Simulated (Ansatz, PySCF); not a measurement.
Bond stretch in H2, singlet.

- RHF/aug-cc-pVDZ (Ansatz, an electronic-structure program)
- FCI = full CI/aug-cc-pVDZ, frozen core in Ansatz
- UHF/LANL2DZ = unrestricted Hartree-Fock/LANL2DZ (PySCF)

Energies are in kJ/mol, each relative to the lowest point of its own curve near equilibrium.

| R / Å | RHF | FCI | UHF/LANL2DZ |
|---|---|---|---|
| 0.60 | 56.9 | 63.8 | 44.9 |
| 0.64 | 27.5 | 32.6 | 19.6 |
| 0.68 | 10.0 | 13.2 | 5.6 |
| 0.70 | 4.8 | 7.1 | 2.0 |
| 0.73 | 0.6 | 1.6 | 0.0 |
| 0.75 | 0.0 | 0.0 | 0.7 |
| 0.78 | 1.8 | 0.3 | 4.2 |
| 0.80 | 4.5 | 2.1 | 8.0 |
| 0.82 | 8.3 | 4.9 | 12.7 |
| 0.86 | 18.7 | 13.1 | 24.8 |
| 0.93 | 43.6 | 34.1 | 52.0 |
| 1.01 | 78.9 | 64.4 | 89.1 |
| 1.13 | 139.0 | 115.7 | 151.1 |
| 1.24 | 196.7 | 163.6 | 207.5 |
| 1.32 | 238.5 | 197.0 | 239.0 |
| 1.50 | 328.6 | 264.6 | 285.9 |
| 1.66 | 402.1 | 313.4 | 309.7 |
| 1.87 | 487.9 | 360.9 | 326.9 |
| 2.00 | 535.0 | 381.9 | 333.0 |
| 2.24 | 610.7 | 407.6 | 339.2 |
| 2.61 | 703.3 | 426.1 | 343.0 |
| 2.97 | 771.0 | 432.6 | 344.2 |

At the longest distance, 2.97 Å, RHF lies highest above its minimum (771.0 kJ/mol) and UHF/LANL2DZ lowest (344.2 kJ/mol).

The restricted form behind RHF keeps the bonding electrons paired and can't separate into open-shell fragments. The unrestricted determinant behind UHF/LANL2DZ is spin-contaminated at 1.24 to 2.97 Å (<S²> up to 1.0, against 0.00 for a pure singlet).
